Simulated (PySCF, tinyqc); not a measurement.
RHF in the sto-3g basis, for H2O, spin multiplicity 1, step by step (part 2 of 2). The lowest restricted solution is unstable here: a spin-polarised one lies 0.0013 hartree lower (PySCF). Computed by tinyqc, a small Python program that keeps every step (integrals from PySCF). Command: `OMP_NUM_THREADS=1 python tinyqc.py 29207 29208 out.jsonl` (the two numbers bound the seeds that draw the settings). One thread of a shared host (Intel(R) Xeon(R) Processor @ 2.60GHz), about 0.06 s of CPU time with the checks.

Geometry (angstrom):
```
atom         x          y         z
O     0.000000   0.000000  0.000000
H     0.000000   1.063000  0.712000
H     0.000000  -1.063000  0.712000
```

## Iteration 2: diagonalisation and new density

extrapolated F (hartree):
```
             1O 1s      1O 2s     1O 2px     1O 2py     1O 2pz      2H 1s      3H 1s
1O 1s   -19.962387  -5.100963   0.000000   0.000000  -0.008131  -0.554691  -0.554691
1O 2s    -5.100963  -2.265129   0.000000   0.000000  -0.052243  -0.516636  -0.516636
1O 2px    0.000000   0.000000  -0.250505   0.000000   0.000000   0.000000   0.000000
1O 2py    0.000000   0.000000   0.000000  -0.089748   0.000000  -0.239605   0.239605
1O 2pz   -0.008131  -0.052243   0.000000   0.000000  -0.033732  -0.184867  -0.184867
2H 1s    -0.554691  -0.516636   0.000000  -0.239605  -0.184867  -0.204393  -0.116184
3H 1s    -0.554691  -0.516636   0.000000   0.239605  -0.184867  -0.116184  -0.204393
```

X:
```
            1O 1s      1O 2s    1O 2px     1O 2py     1O 2pz      2H 1s      3H 1s
1O 1s    1.023014  -0.131057  0.000000   0.000000  -0.004238   0.015274   0.015274
1O 2s   -0.131057   1.094402  0.000000   0.000000   0.036866  -0.158952  -0.158952
1O 2px   0.000000   0.000000  1.000000   0.000000   0.000000   0.000000   0.000000
1O 2py   0.000000   0.000000  0.000000   1.045629   0.000000  -0.131637   0.131637
1O 2pz  -0.004238   0.036866  0.000000   0.000000   1.018750  -0.081178  -0.081178
2H 1s    0.015274  -0.158952  0.000000  -0.131637  -0.081178   1.069406  -0.032389
3H 1s    0.015274  -0.158952  0.000000   0.131637  -0.081178  -0.032389   1.069406
```

Diagonalise F' = X^T F X, C = X C', fill 5 alpha and 5 beta electrons from the bottom; D = 2 C_occ C_occ^T. Each column has its largest component positive (the first on a tie).

F' = X^T F X (hartree):
```
            1          2          3          4          5          6          7
1  -19.593498  -2.652170   0.000000   0.000000  -0.023515  -0.039161  -0.039161
2   -2.652170  -1.295377   0.000000   0.000000   0.025339  -0.245935  -0.245935
3    0.000000   0.000000  -0.250505   0.000000   0.000000   0.000000   0.000000
4    0.000000   0.000000   0.000000   0.030739   0.000000  -0.259199   0.259199
5   -0.023515   0.025339   0.000000   0.000000   0.021644  -0.180491  -0.180491
6   -0.039161  -0.245935   0.000000  -0.259199  -0.180491  -0.012763  -0.041578
7   -0.039161  -0.245935   0.000000   0.259199  -0.180491  -0.041578  -0.012763
```

orbital energies (hartree): MO1 -19.970719, MO2 -1.037376, MO3 -0.336787, MO4 -0.250505, MO5 -0.207605, MO6 0.294129, MO7 0.396340

coefficients C:
```
              MO1        MO2        MO3       MO4        MO5        MO6        MO7
1O 1s    0.994492  -0.252088   0.000000  0.000000   0.079695  -0.072823   0.000000
1O 2s    0.023090   0.962447   0.000000  0.000000  -0.409156   0.415375   0.000000
1O 2px   0.000000   0.000000   0.000000  1.000000   0.000000   0.000000   0.000000
1O 2py   0.000000   0.000000   0.606591  0.000000   0.000000   0.000000   0.871805
1O 2pz   0.001464   0.053109   0.000000  0.000000   0.663048   0.780995   0.000000
2H 1s   -0.003497   0.092014   0.458661  0.000000   0.443374  -0.603931  -0.643378
3H 1s   -0.003497   0.092014  -0.458661  0.000000   0.443374  -0.603931   0.643378
```

D after iteration 2:
```
            1O 1s      1O 2s    1O 2px     1O 2py     1O 2pz      2H 1s      3H 1s
1O 1s    2.117829  -0.504532  0.000000   0.000000   0.081818   0.017323   0.017323
1O 2s   -0.504532   2.188492  0.000000   0.000000  -0.440282  -0.185862  -0.185862
1O 2px   0.000000   0.000000  2.000000   0.000000   0.000000   0.000000   0.000000
1O 2py   0.000000   0.000000  0.000000   0.735904   0.000000   0.556439  -0.556439
1O 2pz   0.081818  -0.440282  0.000000   0.000000   0.884911   0.597720   0.597720
2H 1s    0.017323  -0.185862  0.000000   0.556439   0.597720   0.830858  -0.010621
3H 1s    0.017323  -0.185862  0.000000  -0.556439   0.597720  -0.010621   0.830858
```

## Iteration 9 (converged): orbitals

converged F (hartree):
```
             1O 1s      1O 2s     1O 2px     1O 2py     1O 2pz      2H 1s      3H 1s
1O 1s   -20.270807  -5.164718   0.000000   0.000000  -0.021121  -0.561908  -0.561908
1O 2s    -5.164718  -2.383028   0.000000   0.000000  -0.029592  -0.585017  -0.585017
1O 2px    0.000000   0.000000  -0.386165   0.000000   0.000000   0.000000   0.000000
1O 2py    0.000000   0.000000   0.000000  -0.163007   0.000000  -0.319219   0.319219
1O 2pz   -0.021121  -0.029592   0.000000   0.000000  -0.210233  -0.256674  -0.256674
2H 1s    -0.561908  -0.585017   0.000000  -0.319219  -0.256674  -0.284251  -0.121482
3H 1s    -0.561908  -0.585017   0.000000   0.319219  -0.256674  -0.121482  -0.284251
```

As before.

F' = X^T F X (hartree):
```
            1          2          3          4          5          6          7
1  -19.900997  -2.669591   0.000000   0.000000  -0.042258  -0.033556  -0.033556
2   -2.669591  -1.377522   0.000000   0.000000   0.075683  -0.299571  -0.299571
3    0.000000   0.000000  -0.386165   0.000000   0.000000   0.000000   0.000000
4    0.000000   0.000000   0.000000  -0.008109   0.000000  -0.332781   0.332781
5   -0.042258   0.075683   0.000000   0.000000  -0.136431  -0.243173  -0.243173
6   -0.033556  -0.299571   0.000000  -0.332781  -0.243173  -0.050866  -0.032817
7   -0.033556  -0.299571   0.000000   0.332781  -0.243173  -0.032817  -0.050866
```

orbital energies (hartree): MO1 -20.278674, MO2 -1.161352, MO3 -0.483729, MO4 -0.394154, MO5 -0.386165, MO6 0.335549, MO7 0.457571

coefficients C:
```
              MO1        MO2        MO3        MO4       MO5        MO6        MO7
1O 1s    0.994693  -0.247277   0.000000   0.075197  0.000000  -0.089458   0.000000
1O 2s    0.022277   0.939970   0.000000  -0.378804  0.000000   0.489132   0.000000
1O 2px   0.000000   0.000000   0.000000   0.000000  1.000000   0.000000   0.000000
1O 2py   0.000000   0.000000   0.603127   0.000000  0.000000   0.000000   0.874205
1O 2pz   0.002028   0.044127   0.000000   0.744258  0.000000   0.704655   0.000000
2H 1s   -0.003377   0.120257   0.461210   0.372024  0.000000  -0.645691  -0.641553
3H 1s   -0.003377   0.120257  -0.461210   0.372024  0.000000  -0.645691   0.641553
```

D after iteration 9:
```
            1O 1s      1O 2s    1O 2px     1O 2py     1O 2pz      2H 1s      3H 1s
1O 1s    2.112430  -0.477516  0.000000   0.000000   0.094143  -0.010242  -0.010242
1O 2s   -0.477516   2.055065  0.000000   0.000000  -0.480808  -0.055922  -0.055922
1O 2px   0.000000   0.000000  2.000000   0.000000   0.000000   0.000000   0.000000
1O 2py   0.000000   0.000000  0.000000   0.727524   0.000000   0.556336  -0.556336
1O 2pz   0.094143  -0.480808  0.000000   0.000000   1.111742   0.564363   0.564363
2H 1s   -0.010242  -0.055922  0.000000   0.556336   0.564363   0.731179  -0.119679
3H 1s   -0.010242  -0.055922  0.000000  -0.556336   0.564363  -0.119679   0.731179
```

## Convergence

Stop when the energy changes by less than 1e-08 hartree and every element of the error matrix X^T (F D S - S D F) X is below 3e-05.

Course of the cycle:
```
iteration   E (hartree)     change  largest element of the error matrix
1          -73.32271592          -                             4.33e-01
2          -74.42610640  -1.10e+00                             4.33e-01
3          -74.82720066  -4.01e-01                             7.31e-02
4          -74.84073662  -1.35e-02                             1.86e-02
5          -74.84165825  -9.22e-04                             6.24e-03
6          -74.84175468  -9.64e-05                             9.83e-04
7          -74.84175597  -1.29e-06                             1.03e-04
8          -74.84175599  -1.86e-08                             9.06e-07
9          -74.84175599  -1.88e-12                             4.41e-07
```

PySCF RHF in the same basis = -74.84175599 hartree

Converged in 9 iterations.

## Populations, bond orders and dipole

overlap S:
```
           1O 1s     1O 2s    1O 2px     1O 2py    1O 2pz     2H 1s      3H 1s
1O 1s   1.000000  0.236704  0.000000   0.000000  0.000000  0.025215   0.025215
1O 2s   0.236704  1.000000  0.000000   0.000000  0.000000  0.290745   0.290745
1O 2px  0.000000  0.000000  1.000000   0.000000  0.000000  0.000000   0.000000
1O 2py  0.000000  0.000000  0.000000   1.000000  0.000000  0.226396  -0.226396
1O 2pz  0.000000  0.000000  0.000000   0.000000  1.000000  0.151641   0.151641
2H 1s   0.025215  0.290745  0.000000   0.226396  0.151641  1.000000   0.096598
3H 1s   0.025215  0.290745  0.000000  -0.226396  0.151641  0.096598   1.000000
```

Mulliken: Z minus the diagonal of D S on the atom; Loewdin: the same with S^(1/2) D S^(1/2); Mayer order: 2 sum_s sum (D(s) S)_ij (D(s) S)_ji over the two atoms.

Charges (e):
```
atom   Mulliken    Loewdin
1O    -0.170732  -0.131898
2H     0.085366   0.065949
3H     0.085366   0.065949
```

Mayer bond orders:
```
pair     order
2-1   0.981490
3-1   0.981490
3-2   0.011223
```

dipole moment about the origin, x y z (debye): 0.000000  0.000000  1.257827
